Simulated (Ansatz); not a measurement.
Zinc-blende CdTe, treated with r²SCAN (Ansatz, a quantum-chemistry and plane-wave program, PAW).

The same calculation (at the measured cell, 34.012 Å³/atom) with different numerical settings:

```csv
run,k mesh,TO(Γ) frequency (cm⁻¹)
1,4×4×4,145.1
2,6×6×6,145.1
3,8×8×8,145.1
4,12×12×12,145.1
5,16×16×16,145.1
6,20×20×20,145.1
```

In the column zone-centre TO phonon frequency the first row differs from the last by 0.0 and the next to last by 0.0.

The last row is no converged limit: other settings stay fixed.
